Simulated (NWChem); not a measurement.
Atomisation of BF$_{3}$

SMILES: B(F)(F)F
```xyz
4

B      0.0000     0.0000     0.0000
F      0.0000     0.0000     1.3137
F      1.1377     0.0000    -0.6568
F     -1.1377     0.0000    -0.6568
```
Charge 0, spin multiplicity 1.

Program: NWChem. Structure: optimised with B3LYP/def2-SVP, a minimum by its harmonic frequencies.

Basis set: def2-TZVP. The atomisation energy is electronic alone: no zero-point, thermal, spin-orbit or counterpoise terms. No value is extrapolated to the basis-set limit. Free atoms are single determinants with multiplicities B 2, F 2. Correlated methods freeze the same cores in atoms and molecule, 4 orbitals in all.

B3LYP has NWChem's definition, with VWN1-RPA local correlation. The structure started from a generated list of species. No SCF solution was tested for a lower state. Open-shell Hartree-Fock references start from PBE0 orbitals.

### Question
For the atomisation energy, B3LYP gives 464.2 kcal/mol and MP2 gives 485.0 kcal/mol. What do HF, r2SCAN, PBE give?

### Answer
HF: 361.4 kcal/mol; r2SCAN: 472.5 kcal/mol; PBE: 481.7 kcal/mol.
